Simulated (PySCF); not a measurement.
# Working out the ionisation energy of P

P [Ne] 3s2 3p3 (4S) → P⁺ [Ne] 3s2 3p2 (3P). All numbers are calculated (PySCF 2.14, scalar relativity by spin-free X2C-1e, in aug-cc-pVQZ-DK). Frozen: [Ne]. Energies in hartree (1 hartree = 27.21139 eV):

```
             part    P (lower)   P⁺ (upper)
              UHF  -341.534149  -341.170528
MP2 opposite-spin    -0.065494    -0.055680
    MP2 same-spin    -0.023864    -0.010981
```

Q: What does Hartree-Fock give?

A: (-341.170528) − (-341.534149) = 0.363621 hartree = 9.895 eV.

Q: What do MP2 and SCS-MP2 (6/5 opposite-spin, 1/3 same-spin) give?

A: The opposite-spin parts differ by 0.267 eV and the same-spin parts by 0.351 eV. MP2: 9.895 + (0.267) + (0.351) = 10.513 eV. SCS-MP2: 9.895 + 1.2 × (0.267) + (0.351)/3 = 10.332 eV.

Measured between the centres of the two terms (NIST): 10.526 eV, so MP2 (valence) is off by -0.013 eV.

What remains against the reference includes basis incompleteness, the frozen core and correlation beyond second order.
